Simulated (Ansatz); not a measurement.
Harmonic frequencies (cm⁻¹) at PBE0-D4/def2-TZVP from Ansatz: 54, 137, 218, 260, 304, 477, 570, 724, 794, 876, 949, 1011, 1048, 1052, 1061, 1095, 1174, 1275, 1299, 1332, 1397, 1400, 1438, 1472, 1474, 1486, 1489, 1498, 1751, 3032, 3040, 3046, 3089, 3092, 3120, 3125, 3132, 3141, 3161.

Each molecule was computed in one conformer, which needn't be the lowest.

Which molecule is it?
A. `C/C=C/CC`
B. `C/C=C\CC`
C. `CC1(C)CC1`
D. `C1CCCC1`

B.
